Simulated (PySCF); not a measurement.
Phosphorus: a sound run and one with changed settings

Sound run: P [Ne] 3s2 3p3, P⁺ [Ne] 3s2 3p2. All numbers are calculated (PySCF 2.14, scalar relativity by spin-free X2C-1e, in cc-pVDZ-DK (4s3p1d, 18 functions)). The sound run starts from symmetry-adapted Hartree-Fock orbitals and uses a fine grid where one is needed.

Changed run: 14 angular points. This setting is unsound on purpose.

```csv
species,method,sound run (hartree),changed run (hartree),converged
P,UHF,-341.52339,-341.52339,yes
P,MN15,-342.06837,-342.06837,yes
P,B3LYP,-342.09830,-342.09830,yes
P⁺,UHF,-341.15877,-341.15877,yes
P⁺,MN15,-341.68688,-341.68629,yes
P⁺,B3LYP,-341.71765,-341.71789,yes
```

Ionisation energy of P:

| method | sound run (eV) | changed run (eV) |
| --- | --- | --- |
| UHF | 9.922 | 9.922 |
| MN15 | 10.381 | 10.397 |
| B3LYP | 10.358 | 10.351 |

A coarse angular grid integrates products of high-l functions wrongly, so density functionals can shift, and the SCF can exploit the error; Hartree-Fock and MP2 need no grid.

For comparison, NIST gives 10.487 eV between the lowest levels.
